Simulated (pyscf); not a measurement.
HC≡C–F + hydrogen fluoride (HF) -> H₂C=C(F)–F, an addition across a multiple bond or ene-type step (singlet surface; F–H broken, C–H, C–F formed). PySCF, gas phase, ωB97X-D3(BJ)/def2-SVP geometries. Correlated levels are frozen-core, on RHF or UHF. ΔMP2 is the change of the MP2 total energy from the triple- to the quadruple-zeta basis. Energies in kcal/mol from the separated reactants.

Small-basis levels: PySCF, no dispersion term, spherical d functions. 

### Question
In single points MP2/6-31G* puts the saddle at 40.7 kcal/mol and the reaction energy at -54.9 kcal/mol. Should these be trusted to within a few kcal/mol? Compare with CCSD(T)/def2-TZVPP + ΔMP2(QZVPP).

### Answer
CCSD(T)/def2-TZVPP + ΔMP2(QZVPP) gives ΔE‡ = 44.3 kcal/mol and ΔE = -46.2 kcal/mol. MP2/6-31G* lies 3.6 kcal/mol under it in the barrier and 8.6 kcal/mol under it in the reaction energy, so on this step it does not hold to within 3.0 kcal/mol. CCSD(T)/def2-TZVPP + ΔMP2(QZVPP) has limits of its own. One saddle was located; it need not be the lowest between these sides. The CCSD(T) − MP2 part came from Ansatz, without density fitting, on the same reference.
